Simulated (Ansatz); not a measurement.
# O3: the cost of one run

Program: Ansatz 0.2.0. Level of theory: the levels named in each step. These are calculated values, not measurements.

**1. The starting structure**

Bond lengths: O1–O2 1.168 Å, O2–O3 1.168 Å. Angles: O1–O2–O3 140.4°.

Coordinates:

```xyz
3

O     1.1020   -0.1030   -0.0037
O    -0.0069    0.2633   -0.0023
O    -1.0952   -0.1603    0.0060
```

**2. A rough first relaxation, PBE-D4/def2-SVP**

This run stands in another session on the same molecule. It ended at:

```xyz
3

O     1.1343   -0.1272   -0.0036
O    -0.0082    0.3133   -0.0027
O    -1.1261   -0.1861    0.0064
```

**3. Relaxation, PBE0-D4/def2-TZVPP**

This run stands in another session on the same molecule. It ended at:

```xyz
3

O     1.1123   -0.1321   -0.0035
O    -0.0053    0.3234   -0.0029
O    -1.1070   -0.1913    0.0063
```

**4. Frequencies, PBE0-D4/def2-TZVPP**

input.yaml reads:

```yaml
crystal:
  periodic: [false, false, false]
  atoms:
    - { symbol: O, position_ang: [1.11231085, -0.13208737, -0.00346437] }
    - { symbol: O, position_ang: [-0.00526885, 0.32336135, -0.00285075] }
    - { symbol: O, position_ang: [-1.107032, -0.19128399, 0.00632513] }
magnetization:
  spin_polarized: true
  initial_magnetization: 1
total_charge: 1
basis:
  gaussian: { orbitals: def2-TZVPP }
hamiltonian:
  xc: pbe0
  dispersion: d4
phonons: {}
```

Launch:

```bash
$ ansatz run input.yaml --threads 2 --pin off --max-ram 5120MiB --backend cpu --events-out ev --progress --plain --runs-dir out
```

What time and memory should one allow on 2 threads of AMD EPYC 7R43 (Zen 3), shared host?

About 10 s, with a peak of 0.18 GiB.
